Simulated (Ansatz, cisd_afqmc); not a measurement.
Species: CH6Si, charge 0, singlet. CH6Si (SMILES C[SiH3]).
B3LYP-D3(BJ)/def2-TZVP minimum from Ansatz (a program for electronic structure):
```
Si
H 1 1.4834
H 1 1.4834 2 108.30
H 1 1.4834 2 108.30 3 -117.24
C 1 1.8761 2 110.62 4 -121.38
H 5 1.0915 1 110.87 2 60.00
H 5 1.0915 6 108.04 1 -121.68
H 5 1.0915 6 108.04 7 -116.65
```
Charge 0, spin multiplicity 1.

Total energies in cc-pV(D+d)Z, 14 correlated electrons, 6 frozen orbitals. Radicals and triplets start from unrestricted determinants; spin-orbit coupling is neglected. Cores are frozen in correlated methods. No relativity. AFQMC is phaseless with a CISD trial state; ± is one standard error, without the phaseless bias. Outlying blocks are dropped, and bars are widened where a walk drifts. Over all cases where full CI ran beside it in this data, AFQMC minus full CI had a median of +0.1 mEh and passed +0.4 mEh in a tenth of the cases.

```tsv
method	program	energy (Eh)	minus CCSDT(Q) (mEh)
HF	Ansatz	-330.29914	309.97
MP2	Ansatz	-330.55780	51.31
CCSD	Ansatz	-330.60091	8.20
CCSD(T)	Ansatz	-330.60793	1.18
CCSDT(Q)	Ansatz	-330.60911	0.00
AFQMC/CISD	cisd_afqmc	-330.6093 ± 0.0004	-0.2 ± 0.4
```

Rough core times of Ansatz's runs on a shared machine: CCSD(T) under 20 s, CCSDT(Q) 2 min.
